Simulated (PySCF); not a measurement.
Gas-phase reaction: Si + 2 SiH₃ = c-Si₃H₆

Method: PySCF energies (xtb for GFN2) plus ideal-gas RRHO corrections (1 bar). † marks an energy on the PBE0/def2-TZVP geometry and frequencies; other levels use their own. Open shells (unrestricted): Si (multiplicity 3), SiH₃ (multiplicity 2); the rest are closed-shell singlets. GFN2 has no spin-polarisation term. Spin-orbit splitting is ignored; it lowers the true energy and changes the entropy of Si. c-Si₃H₆: computed as isolated molecules; such fragments, hydroxides, amides, oligomers or adducts are transient or little studied in the gas.

LDA/def2-TZVP† gives ΔH°(298 K) = -702 kJ.

Task: What do GFN2-xTB, PBE0/def2-QZVP†, PBE0/def2-TZVP give?

Result: GFN2-xTB: -500 kJ; PBE0/def2-QZVP†: -587 kJ; PBE0/def2-TZVP: -588 kJ. For scale, ΔH°(298 K) is -702 kJ at this level, -591 kJ at ωB97M-V/def2-TZVP†, and runs from -702 to -349 kJ over the 20 levels computed.
